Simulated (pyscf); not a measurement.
Thermochemistry of product channels of H• (SMILES [H]) + F–Cl (SMILES FCl) on the doublet surface, in kcal/mol, from CCSD(T)/def2-TZVPP + ΔMP2(QZVPP) energies (ideal gas, 1 atm, RRHO with modes under 100 cm⁻¹ raised to 100, one conformer, R ln 2 for rigid chiral ones). Optimised with ωB97X-D3(BJ)/def2-SVP in PySCF. MP2 and CC: frozen core, UHF for open shells. ΔMP2 is the change of the MP2 total energy from the triple- to the quadruple-zeta basis.

```tsv
products	ΔE	ΔH(298 K)	ΔG(600 K)	ΔG(1200 K)
HF (SMILES F) + Cl• (SMILES [Cl])	-80.5	-75.8	-75.7	-74.9
HCl (SMILES Cl) + F• (SMILES [F])	-46.3	-43.2	-43.9	-43.9
```

These are energies of the channels, which say nothing of barriers. The CCSD(T) − MP2 part came from Ansatz, without density fitting, on the same reference. Left out: orbital degeneracy and the spin-orbit lowering of Cl, F.
